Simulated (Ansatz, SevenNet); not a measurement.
TA phonon frequency at X of rock-salt NbC: levels of theory against measurement

Reference value: 212 cm⁻¹ (measured, temperature not stated, not corrected to a static lattice; as tabulated in Savrasov (1996), arXiv:cond-mat/9604125).

What do SevenNet-0, SevenNet-l3i5, LDA, PBE, PBEsol, PBE-D3(BJ) give, and how far is each from the reference?


```json
[
 {"level (code)": "SevenNet-0", "value (cm⁻¹)": "95", "cell (Å³/atom)": "11.43", "difference (%)": "-55"},
 {"level (code)": "SevenNet-l3i5", "value (cm⁻¹)": "136", "cell (Å³/atom)": "11.43", "difference (%)": "-36"},
 {"level (code)": "LDA (Ansatz)", "value (cm⁻¹)": "211", "cell (Å³/atom)": "10.85", "difference (%)": "-0.5"},
 {"level (code)": "PBE (Ansatz)", "value (cm⁻¹)": "201", "cell (Å³/atom)": "11.28", "difference (%)": "-5.2"},
 {"level (code)": "PBEsol (Ansatz)", "value (cm⁻¹)": "207", "cell (Å³/atom)": "11.01", "difference (%)": "-2.4"},
 {"level (code)": "PBE-D3(BJ) (Ansatz)", "value (cm⁻¹)": "207", "cell (Å³/atom)": "11.01", "difference (%)": "-2.4"}
]
```

Once the reference is moved by up to 3.0 % (a margin picked here for doubts on the reference and the settings, and for temperature and zero-point motion) and values within 1.0 % count as equal, the nearest can be LDA (-0.5 %), PBEsol (-2.4 %) or PBE-D3(BJ) (-2.4 %). Farthest off among them: SevenNet-0 (-55 %). Within 10 %: LDA, PBE, PBEsol, PBE-D3(BJ).

The reference isn't brought to a static lattice, while the calculations are for one, so the differences are not the levels' errors alone.  PBE-D3(BJ): the dispersion coefficients are held fixed in the derivatives. Each level is taken at its own relaxed cell. Cutoffs differ between the levels. Ansatz's density-functional and Hartree–Fock values are scalar-relativistic unless marked +SOC, with PAW data made under PBE.

Machine-learned potentials (SevenNet-0, SevenNet-l3i5) are trained on DFT data: a solid inside that data is no test of them.

Differences are worked out from the printed values.

Ansatz is a program for electronic structure.
